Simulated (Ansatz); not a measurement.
**BH3NSi radical (SMILES B1[N][SiH2]1): single points off equilibrium**

A test off equilibrium: a structure displaced at random from a GFN2-xTB minimum is computed at several levels, and each is set against CCSD(T).

Computed with Ansatz 0.2.0, Gaussian basis. Level: single points in def2-TZVPP.

Correlated methods freeze the cores. Orbitals are unrestricted.

### 1 The system as given

SMILES `B1[N][SiH2]1`, 6 atoms, charge 0, spin multiplicity 2.

Atoms are counted from 1 here; the program's logs count them from 0.

Bond lengths: B1–N2 1.336 Å, B1–Si3 2.018 Å, B1–H4 1.112 Å, N2–Si3 1.706 Å, Si3–H5 1.434 Å, Si3–H6 1.329 Å. Angles: N2–B1–Si3 56.9°, N2–B1–H4 143.2°, Si3–B1–H4 158.9°, B1–N2–Si3 82.2°, B1–Si3–N2 41.0°, B1–Si3–H5 124.5°, B1–Si3–H6 123.1°, N2–Si3–H5 117.2°, N2–Si3–H6 117.5°, H5–Si3–H6 111.9°.

Geometry (Å):

```xyz
6
BH3NSi
B    -0.7306   -0.9727   -0.2944
N     0.6014   -0.9696   -0.1951
Si    0.3317    0.6562    0.2447
H    -1.5968   -1.5790   -0.6393
H     0.7903    1.6654   -0.6653
H     0.5504    0.9941    1.5111
```

### 2 CCSD(T)/def2-TZVPP

run/in.yaml reads:

```yaml
crystal:
  periodic: [false, false, false]
  atoms:
    - {symbol: B, position_ang: [-0.730600, -0.972700, -0.294400]}
    - {symbol: N, position_ang: [0.601400, -0.969600, -0.195100]}
    - {symbol: Si, position_ang: [0.331700, 0.656200, 0.244700]}
    - {symbol: H, position_ang: [-1.596800, -1.579000, -0.639300]}
    - {symbol: H, position_ang: [0.790300, 1.665400, -0.665300]}
    - {symbol: H, position_ang: [0.550400, 0.994100, 1.511100]}
basis:
  gaussian: {orbitals: def2-TZVPP}
magnetization: {spin_polarized: true, initial_magnetization: 1}
correlation: {method: ccsd_t}
scf: {omitted_lower_state_checks: [cluster_reference]}
output: {forces: true}
```

No record of the launch command was kept for these runs.

### 3 PBE0-D4/def2-TZVPP

run/in.yaml, as its differences from that of step 2:

```diff
@@ -12,4 +12,3 @@
 magnetization: {spin_polarized: true, initial_magnetization: 1}
-correlation: {method: ccsd_t}
-scf: {omitted_lower_state_checks: [cluster_reference]}
-output: {forces: true}
+hamiltonian: {xc: pbe0, dispersion: d4}
+output: {forces: true, orbitals: {seedname: orbitals}}
```

### 4 wB97M-V/def2-TZVPP

run/in.yaml, as its differences from that of step 3:

```diff
@@ -12,3 +12,3 @@
 magnetization: {spin_polarized: true, initial_magnetization: 1}
-hamiltonian: {xc: pbe0, dispersion: d4}
-output: {forces: true, orbitals: {seedname: orbitals}}
+hamiltonian: {xc: {name: wB97M-V}}
+output: {forces: true}
```

### 5 r2SCAN-D4/def2-TZVPP

run/in.yaml, as its differences from that of step 4:

```diff
@@ -12,3 +12,3 @@
 magnetization: {spin_polarized: true, initial_magnetization: 1}
-hamiltonian: {xc: {name: wB97M-V}}
+hamiltonian: {xc: r2scan, dispersion: d4}
 output: {forces: true}
```

### 6 PBE-D4/def2-TZVPP

run/in.yaml, as its differences from that of step 5:

```diff
@@ -12,3 +12,3 @@
 magnetization: {spin_polarized: true, initial_magnetization: 1}
-hamiltonian: {xc: r2scan, dispersion: d4}
+hamiltonian: {xc: pbe, dispersion: d4}
 output: {forces: true}
```

### 7 HSE06-D4/def2-TZVPP

run/in.yaml, as its differences from that of step 6:

```diff
@@ -12,3 +12,3 @@
 magnetization: {spin_polarized: true, initial_magnetization: 1}
-hamiltonian: {xc: pbe, dispersion: d4}
+hamiltonian: {xc: hse06, dispersion: d4}
 output: {forces: true}
```

### 8 B97M-V/def2-TZVPP

run/in.yaml, as its differences from that of step 7:

```diff
@@ -12,3 +12,3 @@
 magnetization: {spin_polarized: true, initial_magnetization: 1}
-hamiltonian: {xc: hse06, dispersion: d4}
+hamiltonian: {xc: {name: B97M-V}}
 output: {forces: true}
```

(Steps that only read results are left out.)

**Question.** What will these runs give? Wanted: energy less free atoms, CCSD(T)/def2-TZVPP; RMS force component; RMS force error; HOMO and LUMO, PBE0-D4; T1 diagnostic.

**Answer**, as computed:

```
                                  quantity                                                                                           value
energy less free atoms, CCSD(T)/def2-TZVPP                                                                                 -443.4 kcal/mol
                       RMS force component                                                            1.336 to 1.465 eV/Å over the methods
                           RMS force error  PBE0-D4 0.257, wB97M-V 0.254, r2SCAN-D4 0.183, PBE-D4 0.128, HSE06-D4 0.252, B97M-V 0.249 eV/Å
                    HOMO and LUMO, PBE0-D4                                                                              -6.45 and -3.11 eV
                             T1 diagnostic                                                                                           0.021
```

**Reading.** Against CCSD(T) the functionals' energies less atoms differ by -29.9 to -19.0 kcal/mol, PBE-D4 by -29.9 kcal/mol. CCSD(T) in triple zeta still lacks some correlation energy of the bonds, so part of these gaps is its own basis error and they don't rank the functionals. The forces of PBE-D4 come nearest to CCSD(T), those of PBE0-D4 are farthest. Frozen-core CCSD(T) forces in triple zeta carry basis errors of their own, and this is one geometry, so small gaps rank nothing.
